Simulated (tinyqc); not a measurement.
Inside a calculation (part 2 of 2). Method: UKS/PBE0 in the sto-3g basis, for CH, spin multiplicity 4. Computed by tinyqc, a small Python program that keeps every step (integrals from PySCF). Command: `OMP_NUM_THREADS=1 python tinyqc.py 23578 23579 out.jsonl` (the two numbers bound the seeds that draw the settings). One thread of a shared host (Intel(R) Xeon(R) Processor @ 2.60GHz), about 2 s of CPU time with the checks.

Geometry (angstrom):
```
atom         x         y         z
C     0.000000  0.000000  0.000000
H     0.000000  0.000000  1.181000
```

## Iteration 2: building the Kohn-Sham matrix

D(alpha) after iteration 1, order 1C 1s, 1C 2s, 1C 2px, 1C 2py, 1C 2pz, 2H 1s:
```
[[1.068200, -0.278346, 0.000000, 0.000000, -0.014277, 0.022331],
 [-0.278346, 1.129774, 0.000000, 0.000000, 0.071480, -0.076773],
 [0.000000, 0.000000, 1.000000, 0.000000, 0.000000, 0.000000],
 [0.000000, 0.000000, 0.000000, 1.000000, 0.000000, 0.000000],
 [-0.014277, 0.071480, 0.000000, 0.000000, 1.077719, -0.098464],
 [0.022331, -0.076773, 0.000000, 0.000000, -0.098464, 0.013395]]
```

D(beta) after iteration 1, order 1C 1s, 1C 2s, 1C 2px, 1C 2py, 1C 2pz, 2H 1s:
```
[[1.066144, -0.267498, 0.000000, 0.000000, 0.024690, 0.010684],
 [-0.267498, 1.075899, 0.000000, 0.000000, -0.112713, -0.028982],
 [0.000000, 0.000000, 0.000000, 0.000000, 0.000000, 0.000000],
 [0.000000, 0.000000, 0.000000, 0.000000, 0.000000, 0.000000],
 [0.024690, -0.112713, 0.000000, 0.000000, 0.011819, 0.003025],
 [0.010684, -0.028982, 0.000000, 0.000000, 0.003025, 0.000793]]
```

core Hamiltonian H = T + V (hartree), order 1C 1s, 1C 2s, 1C 2px, 1C 2py, 1C 2pz, 2H 1s:
```
[[-18.209695, -4.389404, 0.000000, 0.000000, -0.014427, -0.900288],
 [-4.389404, -5.157281, 0.000000, 0.000000, -0.153330, -1.997541],
 [0.000000, 0.000000, -4.073886, 0.000000, 0.000000, 0.000000],
 [0.000000, 0.000000, 0.000000, -4.073886, 0.000000, 0.000000],
 [-0.014427, -0.153330, 0.000000, 0.000000, -4.182327, -1.715924],
 [-0.900288, -1.997541, 0.000000, 0.000000, -1.715924, -3.114600]]
```

Two-electron integrals (ij|kl) in chemists' order, unique and non-zero (hartree):
```
(11|11) 3.541948   (21|11) 0.576921   (21|21) 0.111888   (22|11) 0.854682
(22|21) 0.205284   (22|22) 0.624709   (31|31) 0.020296   (32|31) 0.030858
(32|32) 0.137996   (33|11) 0.852436   (33|21) 0.205335   (33|22) 0.624568
(33|33) 0.672833   (41|41) 0.020296   (42|41) 0.030858   (42|42) 0.137996
(43|43) 0.036269   (44|11) 0.852436   (44|21) 0.205335   (44|22) 0.624568
(44|33) 0.600295   (44|44) 0.672833   (51|51) 0.020296   (52|51) 0.030858
(52|52) 0.137996   (53|53) 0.036269   (54|54) 0.036269   (55|11) 0.852436
(55|21) 0.205335   (55|22) 0.624568   (55|33) 0.600295   (55|44) 0.600295
(55|55) 0.672833   (61|11) 0.117673   (61|21) 0.022690   (61|22) 0.041573
(61|33) 0.041430   (61|44) 0.041430   (61|51) 0.001382   (61|52) 0.002578
(61|55) 0.041872   (61|61) 0.004704   (62|11) 0.288022   (62|21) 0.070132
(62|22) 0.235535   (62|33) 0.229832   (62|44) 0.229832   (62|51) 0.006676
(62|52) 0.046427   (62|55) 0.246717   (62|61) 0.014844   (62|62) 0.117375
(63|31) 0.007059   (63|32) 0.037452   (63|53) 0.009027   (63|63) 0.014251
(64|41) 0.007059   (64|42) 0.037452   (64|54) 0.009027   (64|64) 0.014251
(65|11) 0.247623   (65|21) 0.061065   (65|22) 0.217458   (65|33) 0.206518
(65|44) 0.206518   (65|51) 0.012115   (65|52) 0.077152   (65|55) 0.239103
(65|61) 0.013519   (65|62) 0.128678   (65|65) 0.152761   (66|11) 0.440863
(66|21) 0.109175   (66|22) 0.417255   (66|33) 0.395190   (66|44) 0.395190
(66|51) 0.012914   (66|52) 0.121089   (66|55) 0.460867   (66|61) 0.023430
(66|62) 0.264510   (66|65) 0.320052   (66|66) 0.774606
```

nuclear repulsion = 2.68845323 hartree

V_xc(alpha) (hartree), order 1C 1s, 1C 2s, 1C 2px, 1C 2py, 1C 2pz, 2H 1s:
```
[[-1.721974, -0.256317, 0.000000, 0.000000, -0.000155, -0.052731],
 [-0.256317, -0.483972, 0.000000, 0.000000, 0.002128, -0.161963],
 [0.000000, 0.000000, -0.483549, 0.000000, 0.000000, 0.000000],
 [0.000000, 0.000000, 0.000000, -0.483549, 0.000000, 0.000000],
 [-0.000155, 0.002128, 0.000000, 0.000000, -0.481140, -0.138602],
 [-0.052731, -0.161963, 0.000000, 0.000000, -0.138602, -0.207642]]
```

V_xc(beta) (hartree), order 1C 1s, 1C 2s, 1C 2px, 1C 2py, 1C 2pz, 2H 1s:
```
[[-1.692680, -0.238785, 0.000000, 0.000000, 0.001255, -0.048923],
 [-0.238785, -0.374778, 0.000000, 0.000000, 0.018831, -0.118540],
 [0.000000, 0.000000, -0.374000, 0.000000, 0.000000, 0.000000],
 [0.000000, 0.000000, 0.000000, -0.374000, 0.000000, 0.000000],
 [0.001255, 0.018831, 0.000000, 0.000000, -0.370411, -0.095802],
 [-0.048923, -0.118540, 0.000000, 0.000000, -0.095802, -0.147166]]
```

E_xc = sum of w rho eps_xc = -4.48617395 hartree

J_ij = sum D_kl (ij|kl) with D = D(alpha) + D(beta), K_ij = sum D_kl (ik|jl) for each spin; F = H + J - 0.25 K(s) + V_xc; E = tr D H + tr D J / 2 - 0.125 sum_s tr D(s) K(s) + E_xc + E_nn.

Coulomb J (hartree), order 1C 1s, 1C 2s, 1C 2px, 1C 2py, 1C 2pz, 2H 1s:
```
[[11.354540, 2.172939, 0.000000, 0.000000, -0.005572, 0.441302],
 [2.172939, 4.824949, 0.000000, 0.000000, -0.033395, 1.737816],
 [0.000000, 0.000000, 4.820308, 0.000000, 0.000000, 0.000000],
 [0.000000, 0.000000, 0.000000, 4.820308, 0.000000, 0.000000],
 [-0.005572, -0.033395, 0.000000, 0.000000, 4.817973, 1.557984],
 [0.441302, 1.737816, 0.000000, 0.000000, 1.557984, 2.920394]]
```

exchange K(alpha) (hartree), order 1C 1s, 1C 2s, 1C 2px, 1C 2py, 1C 2pz, 2H 1s:
```
[[3.652779, 0.671773, 0.000000, 0.000000, -0.000038, 0.145047],
 [0.671773, 1.095129, 0.000000, 0.000000, 0.002224, 0.375925],
 [0.000000, 0.000000, 0.901574, 0.000000, 0.000000, 0.000000],
 [0.000000, 0.000000, 0.000000, 0.901574, 0.000000, 0.000000],
 [-0.000038, 0.002224, 0.000000, 0.000000, 0.901724, 0.274753],
 [0.145047, 0.375925, 0.000000, 0.000000, 0.274753, 0.248294]]
```

exchange K(beta) (hartree), order 1C 1s, 1C 2s, 1C 2px, 1C 2py, 1C 2pz, 2H 1s:
```
[[3.589407, 0.577877, 0.000000, 0.000000, -0.004084, 0.117717],
 [0.577877, 0.671437, 0.000000, 0.000000, -0.085962, 0.207257],
 [0.000000, 0.000000, 0.152075, 0.000000, 0.000000, 0.000000],
 [0.000000, 0.000000, 0.000000, 0.152075, 0.000000, 0.000000],
 [-0.004084, -0.085962, 0.000000, 0.000000, 0.158907, 0.011756],
 [0.117717, 0.207257, 0.000000, 0.000000, 0.011756, 0.084542]]
```

F(alpha) (hartree), order 1C 1s, 1C 2s, 1C 2px, 1C 2py, 1C 2pz, 2H 1s:
```
[[-9.490324, -2.640725, 0.000000, 0.000000, -0.020144, -0.547979],
 [-2.640725, -1.090086, 0.000000, 0.000000, -0.185153, -0.515670],
 [0.000000, 0.000000, 0.037479, 0.000000, 0.000000, 0.000000],
 [0.000000, 0.000000, 0.000000, 0.037479, 0.000000, 0.000000],
 [-0.020144, -0.185153, 0.000000, 0.000000, -0.070926, -0.365230],
 [-0.547979, -0.515670, 0.000000, 0.000000, -0.365230, -0.463922]]
```

F(beta) (hartree), order 1C 1s, 1C 2s, 1C 2px, 1C 2py, 1C 2pz, 2H 1s:
```
[[-9.445187, -2.599719, 0.000000, 0.000000, -0.017723, -0.537339],
 [-2.599719, -0.874969, 0.000000, 0.000000, -0.146404, -0.430079],
 [0.000000, 0.000000, 0.334403, 0.000000, 0.000000, 0.000000],
 [0.000000, 0.000000, 0.000000, 0.334403, 0.000000, 0.000000],
 [-0.017723, -0.146404, 0.000000, 0.000000, 0.225508, -0.256680],
 [-0.537339, -0.430079, 0.000000, 0.000000, -0.256680, -0.362508]]
```

total energy of this density = -37.35258390 hartree

## Iteration 2: diagonalisation and new density

X, order 1C 1s, 1C 2s, 1C 2px, 1C 2py, 1C 2pz, 2H 1s:
```
[[0.257816, 0.780634, 0.000000, 0.000000, 0.597694, 0.197590],
 [-0.884999, -0.525679, 0.000000, 0.000000, 0.408837, 0.420120],
 [0.000000, 0.000000, -0.576203, 0.817307, 0.000000, 0.000000],
 [0.000000, 0.000000, 0.817307, 0.576203, 0.000000, 0.000000],
 [-0.774443, 0.535019, 0.000000, 0.000000, -0.551889, 0.341727],
 [1.127037, -0.223723, 0.000000, 0.000000, -0.194919, 0.519514]]
```

Diagonalise F' = X^T F X, C = X C', fill 5 alpha and 2 beta electrons from the bottom; D(s) = C_occ C_occ^T. Each column has its largest component positive (the first on a tie).

F' = X^T F X (alpha) (hartree):
```
[[0.190682, -0.597440, 0.000000, 0.000000, -0.393641, -0.233943],
 [-0.597440, -3.715879, 0.000000, 0.000000, -4.154097, -1.872070],
 [0.000000, 0.000000, 0.037479, 0.000000, 0.000000, 0.000000],
 [0.000000, 0.000000, 0.000000, 0.037479, 0.000000, 0.000000],
 [-0.393641, -4.154097, 0.000000, 0.000000, -4.674173, -2.196244],
 [-0.233943, -1.872070, 0.000000, 0.000000, -2.196244, -1.657995]]
```

orbital energies (alpha) (hartree): [-9.500490, -0.597238, -0.101848, 0.037479, 0.037479, 0.342212]

coefficients C (alpha), order 1C 1s, 1C 2s, 1C 2px, 1C 2py, 1C 2pz, 2H 1s:
```
[[0.990564, -0.179867, -0.228964, 0.000000, 0.000000, -0.078390],
 [0.037957, 0.528899, 0.941583, 0.000000, 0.000000, 0.485238],
 [0.000000, 0.000000, 0.000000, 0.999683, -0.025159, 0.000000],
 [0.000000, 0.000000, 0.000000, 0.025159, 0.999683, 0.000000],
 [0.007155, 0.286085, -0.358656, 0.000000, 0.000000, 1.047299],
 [-0.010759, 0.532138, -0.563327, 0.000000, 0.000000, -1.013671]]
```

F' = X^T F X (beta) (hartree):
```
[[0.348164, -0.615016, 0.000000, 0.000000, -0.362573, -0.354807],
 [-0.615016, -3.601998, 0.000000, 0.000000, -4.242740, -1.864068],
 [0.000000, 0.000000, 0.334403, 0.000000, 0.000000, 0.000000],
 [0.000000, 0.000000, 0.000000, 0.334403, 0.000000, 0.000000],
 [-0.362573, -4.242740, 0.000000, 0.000000, -4.519760, -2.234160],
 [-0.354807, -1.864068, 0.000000, 0.000000, -2.234160, -1.459927]]
```

orbital energies (beta) (hartree): [-9.453191, -0.415449, 0.069129, 0.334403, 0.334403, 0.565990]

coefficients C (beta), order 1C 1s, 1C 2s, 1C 2px, 1C 2py, 1C 2pz, 2H 1s:
```
[[0.991760, -0.154086, -0.244167, 0.000000, 0.000000, -0.072038],
 [0.033418, 0.414873, 1.019473, 0.000000, 0.000000, 0.436634],
 [0.000000, 0.000000, 0.000000, 0.971143, 0.238497, 0.000000],
 [0.000000, 0.000000, 0.000000, -0.238497, 0.971143, 0.000000],
 [0.006159, 0.171638, -0.228312, 0.000000, 0.000000, 1.107132],
 [-0.009644, 0.682727, -0.629997, 0.000000, 0.000000, -0.874670]]
```

D(alpha) after iteration 2, order 1C 1s, 1C 2s, 1C 2px, 1C 2py, 1C 2pz, 2H 1s:
```
[[1.065993, -0.273122, 0.000000, 0.000000, 0.037749, 0.022609],
 [-0.273122, 1.167754, 0.000000, 0.000000, -0.186123, -0.249380],
 [0.000000, 0.000000, 1.000000, 0.000000, 0.000000, 0.000000],
 [0.000000, 0.000000, 0.000000, 1.000000, 0.000000, 0.000000],
 [0.037749, -0.186123, 0.000000, 0.000000, 0.210530, 0.354200],
 [0.022609, -0.249380, 0.000000, 0.000000, 0.354200, 0.600624]]
```

D(beta) after iteration 2, order 1C 1s, 1C 2s, 1C 2px, 1C 2py, 1C 2pz, 2H 1s:
```
[[1.007331, -0.030783, 0.000000, 0.000000, -0.020339, -0.114763],
 [-0.030783, 0.173237, 0.000000, 0.000000, 0.071414, 0.282923],
 [0.000000, 0.000000, 0.000000, 0.000000, 0.000000, 0.000000],
 [0.000000, 0.000000, 0.000000, 0.000000, 0.000000, 0.000000],
 [-0.020339, 0.071414, 0.000000, 0.000000, 0.029498, 0.117123],
 [-0.114763, 0.282923, 0.000000, 0.000000, 0.117123, 0.466209]]
```

Within a degenerate level the vectors are fixed only up to a rotation; this is one choice.

## Iteration 10 (converged): orbitals

converged F(alpha) (hartree), order 1C 1s, 1C 2s, 1C 2px, 1C 2py, 1C 2pz, 2H 1s:
```
[[-9.928752, -2.732191, 0.000000, 0.000000, 0.000733, -0.563768],
 [-2.732191, -1.264598, 0.000000, 0.000000, -0.009462, -0.506896],
 [0.000000, 0.000000, -0.162193, 0.000000, 0.000000, 0.000000],
 [0.000000, 0.000000, 0.000000, -0.162193, 0.000000, 0.000000],
 [0.000733, -0.009462, 0.000000, 0.000000, -0.183009, -0.306742],
 [-0.563768, -0.506896, 0.000000, 0.000000, -0.306742, -0.337605]]
```

converged F(beta) (hartree), order 1C 1s, 1C 2s, 1C 2px, 1C 2py, 1C 2pz, 2H 1s:
```
[[-9.879029, -2.698691, 0.000000, 0.000000, -0.002571, -0.555799],
 [-2.698691, -1.000051, 0.000000, 0.000000, -0.132479, -0.466642],
 [0.000000, 0.000000, 0.170487, 0.000000, 0.000000, 0.000000],
 [0.000000, 0.000000, 0.000000, 0.170487, 0.000000, 0.000000],
 [-0.002571, -0.132479, 0.000000, 0.000000, 0.039811, -0.274029],
 [-0.555799, -0.466642, 0.000000, 0.000000, -0.274029, -0.284979]]
```

As before.

F' = X^T F X (alpha) (hartree):
```
[[0.263540, -0.669133, 0.000000, 0.000000, -0.449260, -0.199852],
 [-0.669133, -4.069780, 0.000000, 0.000000, -4.190188, -1.938259],
 [0.000000, 0.000000, -0.162193, 0.000000, 0.000000, 0.000000],
 [0.000000, 0.000000, 0.000000, -0.162193, 0.000000, 0.000000],
 [-0.449260, -4.190188, 0.000000, 0.000000, -5.012198, -2.338022],
 [-0.199852, -1.938259, 0.000000, 0.000000, -2.338022, -1.625474]]
```

orbital energies (alpha) (hartree): [-9.937272, -0.586936, -0.306643, -0.162193, -0.162193, 0.386939]

coefficients C (alpha), order 1C 1s, 1C 2s, 1C 2px, 1C 2py, 1C 2pz, 2H 1s:
```
[[0.991529, -0.249693, 0.114608, 0.000000, 0.000000, 0.116305],
 [0.034057, 0.837228, -0.517961, 0.000000, 0.000000, -0.657888],
 [0.000000, 0.000000, 0.000000, 0.540485, 0.841354, 0.000000],
 [0.000000, 0.000000, 0.000000, 0.841354, -0.540485, 0.000000],
 [0.003517, 0.060147, 0.659527, 0.000000, 0.000000, -0.932073],
 [-0.008653, 0.313016, 0.498678, 0.000000, 0.000000, 1.131998]]
```

F' = X^T F X (beta) (hartree):
```
[[0.359162, -0.643555, 0.000000, 0.000000, -0.471915, -0.245788],
 [-0.643555, -3.862163, 0.000000, 0.000000, -4.350613, -1.958974],
 [0.000000, 0.000000, 0.170487, 0.000000, 0.000000, 0.000000],
 [0.000000, 0.000000, 0.000000, 0.170487, 0.000000, 0.000000],
 [-0.471915, -4.350613, 0.000000, 0.000000, -4.807519, -2.316060],
 [-0.245788, -1.958974, 0.000000, 0.000000, -2.316060, -1.536000]]
```

orbital energies (beta) (hartree): [-9.886116, -0.445816, -0.000856, 0.170487, 0.170487, 0.486269]

coefficients C (beta), order 1C 1s, 1C 2s, 1C 2px, 1C 2py, 1C 2pz, 2H 1s:
```
[[0.992398, -0.192783, -0.198614, 0.000000, 0.000000, 0.103299],
 [0.030790, 0.600733, 0.825053, 0.000000, 0.000000, -0.600557],
 [0.000000, 0.000000, 0.000000, 0.971833, -0.235670, 0.000000],
 [0.000000, 0.000000, 0.000000, 0.235670, 0.971833, 0.000000],
 [0.003965, 0.244505, -0.510832, 0.000000, 0.000000, -0.993286],
 [-0.008138, 0.493604, -0.473459, 0.000000, 0.000000, 1.077162]]
```

D(alpha) after iteration 10, order 1C 1s, 1C 2s, 1C 2px, 1C 2py, 1C 2pz, 2H 1s:
```
[[1.058611, -0.234644, 0.000000, 0.000000, 0.064056, -0.029586],
 [-0.234644, 0.970394, 0.000000, 0.000000, -0.291132, 0.003475],
 [0.000000, 0.000000, 1.000000, 0.000000, 0.000000, 0.000000],
 [0.000000, 0.000000, 0.000000, 1.000000, 0.000000, 0.000000],
 [0.064056, -0.291132, 0.000000, 0.000000, 0.438605, 0.347688],
 [-0.029586, 0.003475, 0.000000, 0.000000, 0.347688, 0.346734]]
```

D(beta) after iteration 10, order 1C 1s, 1C 2s, 1C 2px, 1C 2py, 1C 2pz, 2H 1s:
```
[[1.022019, -0.085255, 0.000000, 0.000000, -0.043202, -0.103235],
 [-0.085255, 0.361829, 0.000000, 0.000000, 0.147005, 0.296274],
 [0.000000, 0.000000, 0.000000, 0.000000, 0.000000, 0.000000],
 [0.000000, 0.000000, 0.000000, 0.000000, 0.000000, 0.000000],
 [-0.043202, 0.147005, 0.000000, 0.000000, 0.059799, 0.120657],
 [-0.103235, 0.296274, 0.000000, 0.000000, 0.120657, 0.243711]]
```

Within a degenerate level the vectors are fixed only up to a rotation; this is one choice.

## Convergence

Stop when the energy changes by less than 1e-09 hartree and every element of the error matrix X^T (F D S - S D F) X (for each spin) is below 9e-06.

Course of the cycle:
```
iteration   E (hartree)     change  largest element of the error matrix
1          -13.27198167          -                             1.30e-01
2          -37.35258390  -2.41e+01                             3.23e-01
3          -37.81004072  -4.57e-01                             1.57e-01
4          -37.86932705  -5.93e-02                             7.09e-02
5          -37.88192521  -1.26e-02                             7.04e-03
6          -37.88207392  -1.49e-04                             1.07e-03
7          -37.88207610  -2.18e-06                             1.33e-04
8          -37.88207621  -1.11e-07                             3.55e-05
9          -37.88207621  -9.00e-09                             2.17e-07
10         -37.88207621  -1.21e-13                             2.32e-08
```

PySCF UKS in the same basis, fine grid, after a stability check = -37.90112138 hartree

Converged in 10 iterations. The coarse grid moves the energy by +1.90e-02 hartree.

## Populations, bond orders and dipole

overlap S, order 1C 1s, 1C 2s, 1C 2px, 1C 2py, 1C 2pz, 2H 1s:
```
[[1.000000, 0.248362, 0.000000, 0.000000, 0.000000, 0.050381],
 [0.248362, 1.000000, 0.000000, 0.000000, 0.000000, 0.439702],
 [0.000000, 0.000000, 1.000000, 0.000000, 0.000000, 0.000000],
 [0.000000, 0.000000, 0.000000, 1.000000, 0.000000, 0.000000],
 [0.000000, 0.000000, 0.000000, 0.000000, 1.000000, 0.434490],
 [0.050381, 0.439702, 0.000000, 0.000000, 0.434490, 1.000000]]
```

Mulliken: Z minus the diagonal of D S on the atom; Loewdin: the same with S^(1/2) D S^(1/2); Mayer order: 2 sum_s sum (D(s) S)_ij (D(s) S)_ji over the two atoms.

Charges (e):
```
atom   Mulliken    Loewdin  Mulliken spin
1C    -0.080955  -0.058187       2.923368
2H     0.080955   0.058187       0.076632
```

Mayer bond orders:
```
pair     order
2-1   0.987574
```

dipole moment about the origin, x y z (debye): [0.000000, 0.000000, 0.231957]

<S^2> of the determinant (pure state: 3.75) = 3.750934
